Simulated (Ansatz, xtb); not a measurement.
Ligand exchange: LiCl + C3H5F → LiF + C3H5Cl

Species: LiCl, singlet; C3H5F `C/C=C/F`, singlet; LiF, singlet; C3H5Cl `C/C=C/Cl`, singlet. The partners trade Cl for F: Li–Cl and C–F bonds give way to Li–F and C–Cl.

Shapes, held fixed at every level: PBE0-D4/def2-TZVP. Programs: Ansatz 0.2.0, xtb 6.7.1. The zero-point and thermal change to 298 K, harmonic and unscaled (PBE0-D4/def2-TZVP), is -1.8 kJ/mol.

```json
{"level": "GFN1-xTB", "kind": "semi-empirical", "ΔH(298 K) (kJ/mol)": "+61.1", "less CCSD(T)/def2-TZVPP": "+42.0"}
{"level": "SPW92/def2-TZVPP", "kind": "LDA", "ΔH(298 K) (kJ/mol)": "+16.3", "less CCSD(T)/def2-TZVPP": "-2.8"}
{"level": "PBE-D4/def2-TZVPP", "kind": "GGA", "ΔH(298 K) (kJ/mol)": "+11.2", "less CCSD(T)/def2-TZVPP": "-7.9"}
{"level": "r2SCAN-D4/def2-TZVPP", "kind": "meta-GGA", "ΔH(298 K) (kJ/mol)": "+24.3", "less CCSD(T)/def2-TZVPP": "+5.2"}
{"level": "BHLYP-D4/def2-TZVPP", "kind": "global hybrid", "ΔH(298 K) (kJ/mol)": "+27.6", "less CCSD(T)/def2-TZVPP": "+8.5"}
{"level": "MP2/def2-SVP", "kind": "perturbation theory", "ΔH(298 K) (kJ/mol)": "+19.7", "less CCSD(T)/def2-TZVPP": "+0.6"}
{"level": "MP2/def2-TZVPP", "kind": "perturbation theory", "ΔH(298 K) (kJ/mol)": "+7.8", "less CCSD(T)/def2-TZVPP": "-11.3"}
{"level": "CCSD/def2-TZVPP", "kind": "coupled cluster or CI", "ΔH(298 K) (kJ/mol)": "+23.3", "less CCSD(T)/def2-TZVPP": "+4.2"}
{"level": "CCSD(T)/def2-TZVPP", "kind": "coupled cluster or CI", "ΔH(298 K) (kJ/mol)": "+19.1", "less CCSD(T)/def2-TZVPP": "0.0"}
```

The highest level, CCSD(T)/def2-TZVPP, gives ΔH(298 K) = +19.1 kJ/mol; the levels span +7.8 to +61.1. The column of differences is taken from that level and isn't an error. No measured value is set beside it here. Outer-core shells of Li are correlated in most correlated rows, in sets that cover them unevenly.
